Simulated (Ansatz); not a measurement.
Seven cases of atomisation energy with Al to Br (electronic energies, kcal/mol); geometries: B3LYP-D3(BJ)/def2-TZVP. The cases were drawn at random from those of this class that have a high level and all functionals, leaving out states under which another spin lies or may lie. Left out are anions, K, Ca, elements past Kr, ionisation of Li, Na and Mg, pi-pi* triplets of linear molecules and other triplets made from a closed-shell parent. Runs that doubt their state, and full CI more than 15 mEh from coupled cluster, are set aside; a case stays where another high level and all functionals remain. AFQMC serves as high level only in triple zeta or larger, with a steady walk, a bar under 0.8 kcal/mol and agreement with other high levels or trials where they ran; where none ran, an unstable determinant or (outside 3d species) a high T1 diagnostic also bars it, so strongly correlated cases are thinned. No case was kept or dropped by the size of a functional's miss. High levels with a bar over 0.5 kcal/mol are left out too, and the seventh case lies inside the range of the six. Affinities count positive where energy is released, gaps as the second state minus the first. B3LYP is by Ansatz (a quantum-chemistry and plane-wave program) in def2-TZVPD. High levels (Ansatz): P = CCSD(T)/CBS(cc-pV(Q+d)Z,cc-pV(5+d)Z) + [CCSDT(Q) - CCSD(T)]/cc-pV(D+d)Z + core + X2C; Q = CCSD(T)/CBS(cc-pV(Q+d)Z,cc-pV(5+d)Z) + [CCSDT(Q) - CCSD(T)]/cc-pV(T+d)Z + core + X2C; R = CCSD(T)/CBS(cc-pV(T+d)Z,cc-pV(Q+d)Z) + [CCSDT(Q) - CCSD(T)]/cc-pV(D+d)Z + core + X2C; S = CCSD(T)/CBS(cc-pVQZ,cc-pV5Z) + [CCSDT(Q) - CCSD(T)]/cc-pVDZ; T = CCSD(T)/CBS(cc-pVQZ,cc-pV5Z) + [CCSDT(Q) - CCSD(T)]/cc-pVQZ + [CCSDTQ - CCSDT(Q)]/cc-pVDZ; U = CCSD(T)/CBS(cc-pVQZ,cc-pV5Z) + [CCSDT(Q) - CCSD(T)]/cc-pVTZ + [CCSDTQ - CCSDT(Q)]/cc-pVDZ. Open shells are spin-unrestricted; no spin-orbit coupling. Cores are frozen in correlated methods (noble-gas shells, and filled d and f shells in the p block). Rows without X2C or -DK are non-relativistic. CBS(X,Y): correlation extrapolated as X^-3, Hartree-Fock from the larger set (Q,5: extrapolated as (X+1)exp(-9√X)). A bracket is a step between two methods taken in the basis named. The functionals are non-relativistic, so their misses hold any scalar relativity. 'core' is core correlation in cc-pwCVTZ (1s frozen past Ne), 'X2C' scalar relativity in cc-pVTZ-DK, both at CCSD(T). For partners of very few electrons the exact lower level stands in for a higher one. Spin-orbit terms, left out, reach several kcal/mol for Br and I, and more for heavier atoms. The UHF reference of GaN ([N]=[Ga], triplet) is spin-contaminated (<S^2> up to 0.11 over the pure value in the sets run). The determinant of GaN ([N]=[Ga], triplet) is a saddle point of the SCF energy; a lower one exists, which strains HF and MP2.

```tsv
case	B3LYP	level	high level
GeF3 (SMILES [F][Ge]([F])[F], doublet)	323.2	S	340.0
GaN (SMILES [N]=[Ga], triplet)	52.5	T	48.0
CH2FNOSi (fluoro(isocyanato)silane, SMILES F[SiH2]N=C=O)	723.1	R	728.4
CHCl2 (SMILES [CH](Cl)Cl, doublet)	264.2	P	269.2
BCl2 (SMILES Cl[B]Cl, doublet)	200.7	Q	204.6
CHClF2 (chloro(difluoro)methane, SMILES FC(F)Cl)	410.0	P	418.5
CH2Br (SMILES [CH2]Br, doublet)	275.5	U	withheld
```

Problem. Fit a straight line from B3LYP to the high level over the first six rows by least squares, predict the seventh, and compare with the calculation.

Solution. Means: B3LYP 328.95, high level 334.78. Sxx = 259022, Sxy = 262123, slope 1.0120, intercept +1.89 kcal/mol; residual standard deviation 7.1 kcal/mol. Seventh row: 1.0120·(275.5) +1.89 = 280.7 kcal/mol. The calculation gave 275.7 kcal/mol: the line differs from it by +5.0, B3LYP itself by -0.2.
